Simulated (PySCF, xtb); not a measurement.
C2H3, SMILES [CH]=C (connectivity only; charge and spin as stated), charge +1, multiplicity 1.

Harmonic wavenumbers (cm⁻¹) from GFN2-xTB (xtb) at its own minimum, in rising order: 443, 664, 780, 872, 938, 1915, 2766, 2877, 3155.

What does PBE-D3(BJ)/def2-TZVP in PySCF 2.14.0 give at its own minimum? (Estimate from the structure and the level; the computed values follow.)

220, 637, 782, 1039, 1107, 1761, 2930, 2964, 3223. Paired by order, the mean absolute difference is 118 cm⁻¹ and the zero-point energies are 20.6 and 21.0 kcal/mol.
